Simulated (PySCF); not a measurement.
Method: PBE0/[S def2-TZVP, F def2-TZVP], no relativity, density fitting, PySCF.

Each entry is the lowest minimum that a search over a few typed start shapes (and spin states, where more than one is plausible) found, or that minimum re-optimised at the stated level; isomers with ligand–ligand bonds, or fragments after loss of a ligand pair, can lie lower. Open shells are unrestricted.

SF₃ is a doublet of Cs symmetry with S–F 1.568 Å, S–F 1.657 Å (×2); F–S–F 87.9° (×2), F–S–F 163.5°. Its wavenumbers are 144, 370, 476, 585, 726, 871 cm⁻¹.

Q: What changes when one electron is removed, giving SF₃⁺?

A: It costs 8.30 eV between the minima (8.37 eV with zero-point energy). SF₃⁺ is a singlet of C3v symmetry with S–F 1.503 Å (×3); F–S–F 99.6° (×3); wavenumbers 386 (×2), 535, 997, 1005 (×2) cm⁻¹.
